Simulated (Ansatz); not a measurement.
Cartesian coordinates (Å):
```xyz
7

C      1.7052     0.0036    -0.1049
C      0.5024     0.0010    -0.1171
C     -0.9463    -0.0021    -0.1319
H      2.7681     0.0059    -0.0941
H     -1.3265    -0.2531    -1.1253
H     -1.3428    -0.7347     0.5756
H     -1.3420     0.9791     0.1421
```
Charge 0, spin multiplicity 1.

All values below come from frozen-core CCSD(T)/cc-pVQZ // r2SCAN-D4/def2-TZVP (Ansatz, a program for electronic structure).

```json
{
  "HF energy": "-115.91557 Ha",
  "MP2 correlation energy": "-0.51173 Ha"
}
```

Q: Estimate the CCSD correlation energy, the (T) correction, the total energy and the T1 diagnostic.

A: 
CCSD correlation energy: -0.52750 Ha
(T) correction: -0.02560 Ha
CCSD(T) total energy: -116.46867 Ha
T1 diagnostic: 0.012
